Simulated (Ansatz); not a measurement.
This script drives Ansatz's Python interface.

Script `opt_c3h4clf.py`:
```python
from dataclasses import dataclass
import itertools
import warnings

import ansatz
from ase.data import atomic_numbers, covalent_radii
import numpy as np
from rdkit import Chem
from rdkit.Chem import AllChem


@dataclass
class RunConfig:
    basis: str = "def2-SVP"
    functional: str = "r2scan"
    dispersion: str = "d4"


cfg = RunConfig()

warnings.simplefilter("ignore", ansatz.DeckWarning)

rd = Chem.AddHs(Chem.MolFromSmiles("C=C(F)CCl"))
AllChem.EmbedMolecule(rd, randomSeed=420)
AllChem.UFFOptimizeMolecule(rd)
mol = ansatz.Crystal.molecule()
for atom, xyz in zip(rd.GetAtoms(), rd.GetConformer().GetPositions()):
    mol = mol.atom(atom.GetSymbol(), xyz.round(5).tolist())

setup = (
    mol.calculation()
    .basis(gaussian=cfg.basis)
    .functional(cfg.functional, dispersion=cfg.dispersion)
)
symbols = [site.symbol for site in mol.cartesian_sites]
start = np.array([site.position_ang for site in mol.cartesian_sites], dtype=float)
r = setup.relax(force_tolerance=0.005).run().report
end = np.array(r["positions_ang"])

print("reference energy %16.6f eV" % r["reference_energy_ev"])
print("total energy     %16.6f eV" % r["free_energy_ev"])
print("occupied orbitals outside the frozen core (up, down):", r["n_occupied"], " frozen:", r["n_frozen"], " virtual:", r["n_virtual"])

radius = [covalent_radii[atomic_numbers[s]] for s in symbols]
span = lambda where, i, j: np.linalg.norm(where[i] - where[j])
bonded = [(i, j) for i, j in itertools.combinations(range(len(symbols)), 2) if min(span(start, i, j), span(end, i, j)) < 1.2 * (radius[i] + radius[j])]
print("pair        before    after (A)")
for i, j in bonded:
    print(f"{symbols[i]}{i}-{symbols[j]}{j}".ljust(10), f"{span(start, i, j):8.4f} {span(end, i, j):8.4f}")

charges = r["charge_distribution"]
print("dipole moment", round(4.803205 * float(np.linalg.norm(charges["dipole_moment_e_ang"])), 3), "D")
print("Mulliken:", [(s, round(q, 3)) for s, q in zip(symbols, charges["mulliken_charges_e"])])
with open("c3h4clf_opt.xyz", "w") as handle:
    handle.write(f"{len(symbols)}\nrelaxed C3H4ClF\n")
    handle.writelines(f"{s:2s} {x:11.6f} {y:11.6f} {z:11.6f}\n" for s, (x, y, z) in zip(symbols, end))
```

It is started by `python opt_c3h4clf.py`. Estimate its wall time and peak memory on 1 thread of Arm Neoverse V1 (shared host).

It took about 94 s, with a peak of 0.27 GiB, for 1 run of the engine.

```console
$ python opt_c3h4clf.py
reference energy    -18402.677992 eV
total energy        -18402.721090 eV
occupied orbitals outside the frozen core (up, down): [24, 24]  frozen: 0  virtual: [70, 70]
pair        before    after (A)
C0-C1        1.3364   1.3345
C0-H5        1.0860   1.0905
C0-H6        1.0852   1.0920
C1-F2        1.3595   1.3405
C1-C3        1.5004   1.4844
C3-Cl4       1.7823   1.8087
C3-H7        1.1101   1.1002
C3-H8        1.1107   1.0970
dipole moment 2.35 D
Mulliken: [('C', -0.139), ('C', 0.164), ('F', -0.199), ('C', 0.026), ('Cl', -0.178), ('H', 0.062), ('H', 0.075), ('H', 0.102), ('H', 0.087)]
```

`c3h4clf_opt.xyz`, as written:
```text
9
relaxed C3H4ClF
C    -1.371621    0.267663    0.031642
C    -0.211975    0.397812   -0.615749
F     0.003175    1.437607   -1.434042
C     0.942461   -0.533800   -0.563308
Cl    2.401416    0.269994    0.141502
H    -1.531494   -0.575105    0.704957
H    -2.168271    1.001781   -0.105454
H     1.226535   -0.854059   -1.576859
H     0.709773   -1.411893    0.051650
```

What to keep in mind:
- These settings explore the input space; basis and method may be short of convergence.
- The end point is the stationary point reached from this start; no frequency run checks that it is a minimum, and the basis set is modest.
- Total less reference energy is the dispersion correction.

(Lines on the test bed's own set-up are left out of the output.)
